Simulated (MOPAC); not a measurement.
Input for MOPAC: AM1 on H4O2 (a complex).

```
AM1 1SCF PRECISE CHARGE=0 THREADS=1
H4O2

O     -2.02727989 1    -0.03967253 1     0.00604695 1
H     -2.34727689 1     0.86316347 1    -0.01538405 1
H     -1.06756289 1     0.05850847 1     0.00132395 1
O      1.94957711 1     0.03483647 1    -0.00574305 1
H      2.32619811 1    -0.40354353 1     0.76038195 1
H      2.32184111 1    -0.44137653 1    -0.75114505 1
```

Program output:

```
*******************************************************************************
 **                                                                           **
 **                              MOPAC v23.2.5                                **
 **                                                                           **
 *******************************************************************************
 ** MOPAC's Digital Object Identifier: https://doi.org/10.5281/zenodo.6511958 **
 **                                                                           **
 ** Please cite the open-source release paper for use of this MOPAC version:  **
 ** J. E. Moussa and J. J. P. Stewart (2026)                                  **
 ** MOPAC: An open-source semiempirical molecular orbital program             **
 ** J. Open Source Softw., 11(119), 8025, https://doi.org/10.21105/joss.08025 **
 *******************************************************************************

                              AM1 CALCULATION RESULTS

 *******************************************************************************
 *  AM1        - The AM1 Hamiltonian to be used
 *
 *
 *
 *                 CHARGE ON SYSTEM = 0
 *
 *
 *
 *  PRECISE    - TIGHTER CRITERIA TO BE USED
 *  1SCF       - DO 1 SCF AND THEN STOP
 *  THREADS=1  - MULTI-THREADING NOT USED
 *  T=         - A TIME OF 172800.0 SECONDS REQUESTED
 *  DUMP=N     - RESTART FILE WRITTEN EVERY 7200.0 SECONDS REQUESTED
 *******************************************************************************
AM1 1SCF PRECISE CHARGE=0 THREADS=1
 H4O2

   ATOM   CHEMICAL          X               Y               Z
  NUMBER   SYMBOL      (ANGSTROMS)     (ANGSTROMS)     (ANGSTROMS)

     1       O         -2.02727989  *  -0.03967253  *   0.00604695  *
     2       H         -2.34727689  *   0.86316347  *  -0.01538405  *
     3       H         -1.06756289  *   0.05850847  *   0.00132395  *
     4       O          1.94957711  *   0.03483647  *  -0.00574305  *
     5       H          2.32619811  *  -0.40354353  *   0.76038195  *
     6       H          2.32184111  *  -0.44137653  *  -0.75114505  *



          CARTESIAN COORDINATES

    NO.       ATOM           X           Y           Z

     1         O         -2.0273     -0.0397      0.0060
     2         H         -2.3473      0.8632     -0.0154
     3         H         -1.0676      0.0585      0.0013
     4         O          1.9496      0.0348     -0.0057
     5         H          2.3262     -0.4035      0.7604
     6         H          2.3218     -0.4414     -0.7511

  H: (AM1): M.J.S. DEWAR ET AL, J. AM. CHEM. SOC. 107 3902-3909 (1985)
  O: (AM1): M.J.S. DEWAR ET AL, J. AM. CHEM. SOC. 107 3902-3909 (1985)

           Empirical Formula: H4 O2  =     6 atoms



      MOLECULAR POINT GROUP   :   Cs


      RHF CALCULATION, NO. OF DOUBLY OCCUPIED LEVELS = 8


 -------------------------------------------------------------------------------
 AM1 1SCF PRECISE CHARGE=0 THREADS=1
 H4O2



     1SCF WAS SPECIFIED, SO BFGS WAS NOT USED
     SCF FIELD WAS ACHIEVED


                              AM1 CALCULATION
                                                       MOPAC v23.2.5 Linux




          FINAL HEAT OF FORMATION =       -119.70474 KCAL/MOL =    -500.84464 KJ/MOL


          COSMO AREA              =         82.48 SQUARE ANGSTROMS
          COSMO VOLUME            =         53.08 CUBIC ANGSTROMS

          IONIZATION POTENTIAL    =         12.208246 EV
          HOMO LUMO ENERGIES (EV) =        -12.208  4.246
          NO. OF FILLED LEVELS    =          8
          MOLECULAR WEIGHT        =         36.0304         POINT GROUP:  Cs

          MOLECULAR DIMENSIONS (Angstroms)

            Atom       Atom       Distance
            H     5    H     2     4.90385
            H     6    O     1     1.61328
            H     6    H     2     0.72763


          SCF CALCULATIONS        =          1





   ATOM   CHEMICAL          X               Y               Z
  NUMBER   SYMBOL      (ANGSTROMS)     (ANGSTROMS)     (ANGSTROMS)

     1       O         -2.02727989  *  -0.03967253  *   0.00604695  *
     2       H         -2.34727689  *   0.86316347  *  -0.01538405  *
     3       H         -1.06756289  *   0.05850847  *   0.00132395  *
     4       O          1.94957711  *   0.03483647  *  -0.00574305  *
     5       H          2.32619811  *  -0.40354353  *   0.76038195  *
     6       H          2.32184111  *  -0.44137653  *  -0.75114505  *

                             CARTESIAN COORDINATES

   1    O       -2.027279890    -0.039672530     0.006046950
   2    H       -2.347276890     0.863163470    -0.015384050
   3    H       -1.067562890     0.058508470     0.001323950
   4    O        1.949577110     0.034836470    -0.005743050
   5    H        2.326198110    -0.403543530     0.760381950
   6    H        2.321841110    -0.441376530    -0.751145050


           Empirical Formula: H4 O2  =     6 atoms



      MOLECULAR POINT GROUP   :   Cs


                  EIGENVALUES
 -36.63548 -36.14531 -18.41894 -17.92688 -15.14601 -14.68768 -12.66764 -12.20825
   4.24564   4.71966   6.05703   6.49005


              NET ATOMIC CHARGES AND DIPOLE CONTRIBUTIONS

  ATOM NO.   TYPE          CHARGE      No. of ELECS.   s-Pop       p-Pop
    1          O          -0.390923        6.3909     1.86206     4.52887
    2          H           0.190132        0.8099     0.80987
    3          H           0.200709        0.7993     0.79929
    4          O          -0.391638        6.3916     1.86087     4.53076
    5          H           0.195859        0.8041     0.80414
    6          H           0.195861        0.8041     0.80414
 DIPOLE           X         Y         Z       TOTAL
 POINT-CHG.     1.339     0.059    -0.005     1.340
 HYBRID         0.891     0.056    -0.003     0.893
 SUM            2.231     0.115    -0.008     2.233


          ATOMIC ORBITAL ELECTRON POPULATIONS

     Atom    s        px        py        pz
    1  O   1.86206   1.23709   1.29220   1.99958
    2  H   0.80987
    3  H   0.79929
    4  O   1.86087   1.73557   1.60554   1.18965
    5  H   0.80414
    6  H   0.80414

 **********************
 *                    *
 * JOB ENDED NORMALLY *
 *                    *
 **********************




 == MOPAC DONE ==
```

The run finished.

Cost: very roughly 0.020 core-seconds.
